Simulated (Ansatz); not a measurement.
The same path of C2H4B (7 atoms, charge 1, multiplicity 1) was run twice with different band settings. Lost on the way: B1–C3, B1–H4. Made: C2–H4.

Level of theory: RKS PBE0-D4/def2-SVPD (Ansatz).

Relaxed end points:

```xyz
7
Properties=species:S:1:pos:R:3
B -0.781 -0.226 -0.546
C 0.483 0.458 -0.645
C 0.404 0.007 0.624
H -1.846 -0.733 -0.674
H 1.233 1.022 -1.195
H 1.052 0.054 1.510
H -0.546 -0.580 0.925
```

```xyz
7
Properties=species:S:1:pos:R:3
B 0.016 -1.035 -1.580
C -0.160 0.233 -0.428
C 0.191 -0.051 0.876
H -1.240 0.342 -0.662
H 0.509 0.900 -1.012
H 1.218 0.086 1.228
H -0.533 -0.474 1.578
```

Common settings: movable images 9; climbing image yes; spring 5.0 eV/Å²; optimiser quadratic models (default); start path through a guess of the saddle point; iteration limit 60; end points relaxed.

| run | force threshold |
| --- | --- |
| 1 | 0.05 eV/Å |
| 2 | 0.2 eV/Å |

Q: What does each run give, and how far can it be trusted?

A: Run 1: converged after 26 iterations, highest image 3.696 eV above the first end. Neighbouring images differ by up to 1.6 eV, so the band resolves the path poorly. A vibrational analysis at the climbing image gives one clearly imaginary mode, 795i cm⁻¹: a first-order saddle point.
Run 2: converged after 27 iterations, highest image 3.698 eV above the first end. The threshold of 0.2 eV/Å is loose, so the images may lie well off the minimum-energy path. Neighbouring images differ by up to 1.6 eV, so the band resolves the path poorly. Another band between the same ends (9 images) ends at a top of the same energy, where a vibrational analysis finds 1 clearly imaginary mode.
The orbitals stay closed-shell, which can raise the energy where a bond breaks towards radicals; this wasn't checked here. Limits of this set-up: the dipole of an ion depends on the origin.
